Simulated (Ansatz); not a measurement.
in.yaml

```yaml
crystal:
  periodic: [false, false, false]
  atoms:
    - {symbol: Si, position_ang: [0.000000, 0.000000, 0.000000]}
    - {symbol: As, position_ang: [0.000000, 0.000000, 2.453600]}
basis:
  gaussian: {orbitals: cc-pVDZ}
magnetization: {spin_polarized: false, initial_magnetization: 3}
correlation: {method: sc_nevpt2, electrons: outside_noble_gas, active_space: {window: {electrons: 3, orbitals: 10}}}
scf: {lower_state_search: off}
output: {forces: true}
```

```sh
$ ansatz run in.yaml --threads 1 --pin off --events-out ev --progress --plain --max-ram 2393MiB
```

Output:

```
these checks for a lower state are left out or cut short: stability, starts, cluster_reference, orbital_swaps, neighbouring_geometries, increment
514 factors; integrals over basis functions are off by at most 1.2e-3 eV
mean field evaluation 1: about -68654.5190 eV, gradient 5.8e0 eV
mean field evaluation 2: about -68654.5206 eV, gradient 5.8e0 eV
mean field evaluation 4: about -68654.9297 eV, gradient 8.5e-1 eV
mean field evaluation 8: about -68654.9438 eV, gradient 5.3e-4 eV
mean field -68654.94380980 eV, -2523.0226490177 hartree, gradient 2.8e-6 eV, S^2 3.750000; 0 other end points of the search recorded, 0 dependent functions left out
reference -68654.94380980 eV, -2523.0226490177 hartree; 25, 22 occupied and 20, 23 virtual orbitals, 514 factors
state -68655.11729237 eV, -2523.0290243847 hartree
state -68655.11729237 eV, -2523.0290243847 hartree; corrected -68658.47908932 eV, -2523.1525681439 hartree
the calculation of the forces begins
Total energy: -68658.47908932 eV, -2523.1525681439 hartree
Atom 0 at     0.000000     0.000000     0.000000 Å, force     0.000000    -0.000000    -0.205676 eV/Å
Atom 1 at     0.000000     0.000000     2.453600 Å, force    -0.000000     0.000000     0.205676 eV/Å
Dipole moment:    -0.000000     0.000000     0.001220 e Å
Checks for a lower state left out: stability, starts, cluster_reference, orbital_swaps, neighbouring_geometries, increment
```

Natural occupations: 0.9993 0.9952 0.9949 0.0025 0.0025 0.0017 0.0016 0.0009 0.0009 0.0004.

Forces (eV/Å):
```
Si   0.000  0.000 -0.206
As   0.000  0.000  0.206
```

Ran on 1 thread of Arm Neoverse V1, shared host: 6 s wall, 0.13 GiB peak host memory.
